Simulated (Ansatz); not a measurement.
# SiNH4 (quartet): the correlation ladder at distance Si1–H5 along a hydrogen transfer = 1.733 Å, cc-pVDZ

How much of the correlation energy of SiNH4 (quartet) does each wave-function method recover here?

Computed with Ansatz 0.2.0, Gaussian basis. Level: cc-pVDZ, core rule «outside noble gas», up to 6 orbitals frozen.

Plan: UHF; CCSD(T) on ROHF; CCSD(T) on UHF; BCCD(T) on ROHF; CISD; CCSDT(Q) on ROHF; CCSDT(Q) on UHF; CASSCF and MRCISD+Q, 5 electrons in 5 orbitals; CASSCF and NEVPT2, 5 electrons in 5 orbitals.

9 further runs of the same task are left out: 1 for a mislabelled method, 8 that didn't finish.

## Step 1: What is computed

The geometry derives from fragments relaxed apart (PBE0/def2-TZVP) and kept rigid, so it is no stationary point. A hydrogen atom is moved between rigid fragments.

6 atoms, charge 0, spin multiplicity 4.

Atoms are counted from 1 here; the program's logs count them from 0.

Bond lengths: Si1–H2 1.485 Å, Si1–H3 1.485 Å, Si1–H4 1.485 Å, H5–N6 1.140 Å. Angles: H2–Si1–H3 109.5°, H2–Si1–H4 109.5°, H3–Si1–H4 109.5°.

## Step 2: UHF

File in.yaml:

```yaml
crystal:
  periodic: [false, false, false]
  atoms:
    - {symbol: Si, position_ang: [-0.877887, 0.000000, 0.000000]}
    - {symbol: H, position_ang: [-1.372758, 1.399708, 0.000000]}
    - {symbol: H, position_ang: [-1.372758, -0.699854, 1.212183]}
    - {symbol: H, position_ang: [-1.372758, -0.699854, -1.212183]}
    - {symbol: H, position_ang: [0.855113, 0.000000, 0.000000]}
    - {symbol: N, position_ang: [1.995113, 0.000000, 0.000000]}
basis:
  gaussian: {orbitals: cc-pVDZ}
magnetization: {spin_polarized: true, initial_magnetization: 3}
hamiltonian: {xc: hf}
output: {orbitals: {seedname: orbitals}}
```

Run with:

```
$ ansatz run in.yaml --threads 1 --pin off --events-out ev --progress --plain --max-ram 2393MiB
```

The runs that follow: CCSD(T) on ROHF; CCSD(T) on UHF; BCCD(T) on ROHF; CISD; CCSDT(Q) on ROHF; CCSDT(Q) on UHF; CASSCF and MRCISD+Q, 5 electrons in 5 orbitals; CASSCF and NEVPT2, 5 electrons in 5 orbitals.

Q: Predict the results of all the runs planned. Wanted: UCCSDT(Q) below the RHF energy; RMP2 from UCCSDT(Q); UMP2 from UCCSDT(Q); RCCSD from UCCSDT(Q); RCCSD(T) from UCCSDT(Q); UCCSD(T) from UCCSDT(Q); RCCSDT(Q) from UCCSDT(Q); T1 diagnostic.

The runs gave:

```
                         quantity                                                   value
   UCCSDT(Q) below the RHF energy                                              -7.4863 eV
              RMP2 from UCCSDT(Q)                                         +32.44 kcal/mol
              UMP2 from UCCSDT(Q)                                         +33.68 kcal/mol
             RCCSD from UCCSDT(Q)                                          +4.16 kcal/mol
          RCCSD(T) from UCCSDT(Q)                                          +0.85 kcal/mol
          UCCSD(T) from UCCSDT(Q)                                          +0.83 kcal/mol
         RCCSDT(Q) from UCCSDT(Q)                                          +0.04 kcal/mol
levels within 1 kcal/mol (43 meV)  RCCSD(T), UCCSD(T), BCCD(T), RCCSDT, UCCSDT, RCCSDT(Q)
                    T1 diagnostic                                                   0.021
```

In words: RCCSD(T) lands +0.85 kcal/mol from the yardstick (0.5 % of the correlation energy). These misses are within one basis, not against nature; the frozen cores of restricted and unrestricted runs differ, which can shift their rows.
